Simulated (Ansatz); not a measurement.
**Cohesive energy of some bcc solids**

Method: PBE (Ansatz, an electronic-structure program, PAW). References are measured values corrected to a static lattice or taken at low temperature (these still hold zero-point motion). The table is a random draw of 6 from 9 solids with such references.

Values in eV/atom.

| solid | reference | PBE | error (eV/atom) |
|---|---|---|---|
| bcc Ba | 1.91 | 1.88 | -0.03 |
| bcc K | 0.94 | 0.87 | -0.07 |
| bcc Li | 1.67 | 1.61 | -0.06 |
| bcc Cs | 0.81 | 0.71 | -0.10 |
| bcc Rb | 0.86 | ? | ? |
| antiferromagnetic bcc Cr | 4.15 | 4.12 | -0.03 |

**Question.** Estimate the withheld PBE value.

**Answer.** The errors of the other rows run from -0.10 eV/atom to -0.03 eV/atom, with a median of -0.06 eV/atom; carried to the reference 0.86 it gives 0.80 eV/atom. The run gives 0.77 eV/atom (-0.09 eV/atom); the row was picked among those where that median comes within half of the row's own error. Over these 6 solids the mean error is -0.06 eV/atom, the mean absolute error 0.06 eV/atom (median 0.06 eV/atom), and the worst case bcc Cs at -0.10 eV/atom; the value is below the reference in 6 of 6 cases. Over all 9 the mean error is -0.04 eV/atom and the mean absolute error 0.17 eV/atom (median 0.07 eV/atom).

All these references are brought to a static lattice.

Spin–orbit coupling is left out, also for the solids with elements from indium on (bcc Ba, bcc Cs); its size isn't shown.

Differences are worked out from the printed values.

Free atoms are spin-polarised, in the lowest state found; at levels without +SOC their spin–orbit coupling is left out. Each level is taken at its own relaxed cell. Caveats: the commensurate order stands in for chromium's spin-density wave, and the size of the moments varies much between levels (antiferromagnetic bcc Cr). Ansatz's density-functional and Hartree–Fock values are scalar-relativistic unless marked +SOC, with PAW data made under PBE.

Density-functional runs with spin start from opposed moments for antiferromagnetic bcc Cr.

Not in this set, of the bcc solids with a reference value in our tables and a result at some level: 2 for a doubt noted on the run at PBE (bcc Nb, bcc V); 2 for spin–orbit terms of free atoms that are large (Br, In, Sn, Te, I, elements past barium) (bcc Ta, bcc W). These can be a level's worst cases. Values held back for tests aren't counted. Layered and molecular crystals are counted apart. The metals Ce to Yb are counted apart.

References as tabulated in Mejia-Rodriguez and Trickey (2018), arXiv:1807.09216; Csonka et al. (2009), arXiv:0903.4037; Jana et al. (2018), arXiv:1807.00350.
